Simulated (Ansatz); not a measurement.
`[SiH3][AlH][SH]` + PH₃ → `[SiH3][AlH][PH2]` + H₂S at 600 K and 1 bar (ligand exchange at the Al–S bond).

Calculated with Ansatz (gas phase, PBE0-D4/def2-TZVP geometries, no zero-point term in ΔE). CCSD(T)/CBS adds triple-zeta CCSD(T) − MP2 to the extrapolated MP2 energy (def2 sets, frozen cores). This one scheme is used for every species. Each species was taken in one conformer, which may not be the lowest.

| species | CCSD(T)/CBS energy (Eh) | H − E (kJ/mol) | S (J/(mol·K)) |
| --- | --- | --- | --- |
| `[SiH3][AlH][SH]` | -931.90162 | 162.7 | 423.0 |
| PH₃ | -342.72256 | 86.3 | 240.2 |
| `[SiH3][AlH][PH2]` | -875.62424 | 187.8 | 446.1 |
| H₂S | -398.97279 | 60.8 | 230.9 |

H − E and S are ideal-gas, rigid-rotor, harmonic terms from PBE0-D4/def2-TZVP, for one conformer and one mirror image of each species. 1 Eh = 2625.50 kJ/mol, R = 8.31446 J/(mol·K).

Problem. By hand: ΔE, ΔH, ΔS and ΔG.

Solution. ΔE = (-875.62424) + (-398.97279) − (-931.90162) − (-342.72256) = 0.02715 Eh = 71.3 kJ/mol. Δ(H − E) = 187.8 + 60.8 − 162.7 − 86.3 = -0.4, so ΔH = 70.9 kJ/mol. ΔS = 446.1 + 230.9 − 423.0 − 240.2 = 13.8 J/(mol·K). ΔG = 70.9 − 600 × (13.8)/1000 = 62.6 kJ/mol.

Problem. By hand: the equilibrium constant, and the temperature at which ΔG would vanish if ΔH and ΔS stayed fixed.

Solution. log₁₀ K = −ΔG/(RT ln 10) = -5.4. ΔG = 0 at ΔH/ΔS = 5138 K, far beyond where these terms or the molecules hold.

The number of gas molecules stays the same, so ΔS is small and ΔH decides. A doubt of 5 kJ/mol in ΔE shifts log₁₀ K by 0.4 here. Other conformers and mirror images would add mixing entropy, several J/(mol·K) or more a flexible species. Modes under 60 cm⁻¹, often nearly free rotors, make the harmonic entropy too high. These are equilibria of isolated gas molecules and say nothing of rates. Largest T1 diagnostic: 0.014 (customary marks: 0.02 for closed shells, 0.045 for open ones).
